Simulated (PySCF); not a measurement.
Species: HF.
SMILES with atom numbers: `[FH:1]` (hydrogens: H2 on F1)

Structure used (PBE0-D3(BJ)/def2-SVP), in Å, numbered top down from 1:
```xyz
2
HF angstrom
F      0.4437   -0.0818    0.0892
H     -0.4409    0.0831   -0.1034
```

The calculation used PBE0-D3(BJ)/def2-SVP geometry optimisation, gas phase in PySCF.

Take the most abundant isotopes and a rigid rotor. 

**Question.** What are the moment of inertia and the rotational constant?

**Answer.** I = 0.810 u·Å², B = 505379 MHz·u·Å²/I = 623612 MHz (20.8015 cm⁻¹, or 29.929 K as hB/k). For two atoms I = μr² with μ = 0.9571 u and r = 0.9202 Å.

**Question.** List the first levels of a rigid rotor in a Σ state.

**Answer.** E(J) = BJ(J+1): J = 1: 41.603, J = 2: 124.809, J = 3: 249.618, J = 4: 416.029, J = 5: 624.044, J = 6: 873.661 cm⁻¹.

**Question.** Where do the first rotational lines fall?

**Answer.** The dipole is 1.86 D; J+1 ← J lies at 2B(J+1): 1 ← 0 at 1247.22 GHz, 2 ← 1 at 2494.45 GHz, 3 ← 2 at 3741.67 GHz, 4 ← 3 at 4988.90 GHz, 5 ← 4 at 6236.12 GHz, 6 ← 5 at 7483.35 GHz.

**Question.** Estimate the classical rotational partition function at 298.15 K.

**Answer.** Point group C∞v, symmetry number σ = 1; q = kT/(σhB), k/h = 20836.6 MHz/K: 10.0 at 298.15 K.

Not checked by PBE0-D3(BJ)/def2-SVP frequencies. Zero-point vibration and centrifugal distortion are left out.
